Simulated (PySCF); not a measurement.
Mapped SMILES: `[CH:1]#[C:2][CH2:3][C:4]#[N:5]`. Each H is labelled by its parent atom.

GIAO PBE0/pcSseg-1 shifts (PySCF, gas phase, non-relativistic, equivalent atoms averaged), each against references optimised in the same way as the molecule (TMS, NH3).

On the GFN2-xTB geometry: C4 118.3, C1 79.6, C2 77.0, C3 8.8, N5 302.5, H(C3) 3.24, H(C1) 1.67 ppm.

Question: What changes on the PBE0-D3(BJ)/def2-SVP geometry?

Answer: 
| atoms | δ (ppm) | change |
| --- | --- | --- |
| C4 | 118.0 | -0.3 |
| C1 | 79.0 | -0.6 |
| C2 | 74.5 | -2.5 |
| C3 | 9.4 | +0.6 |
| N5 | 307.4 | +4.9 |
| H(C3) | 3.08 | -0.16 |
| H(C1) | 2.12 | +0.45 |

Bonds between heavy atoms that differ most (equivalent bonds averaged): C3–C4 1.446 → 1.464 Å, C4–N5 1.142 → 1.156 Å, C1–C2 1.196 → 1.208 Å, C2–C3 1.453 → 1.460 Å. Mean change of bonds to hydrogen: C–H +0.014 Å. The two structures also differ in conformation, which adds to the changes.
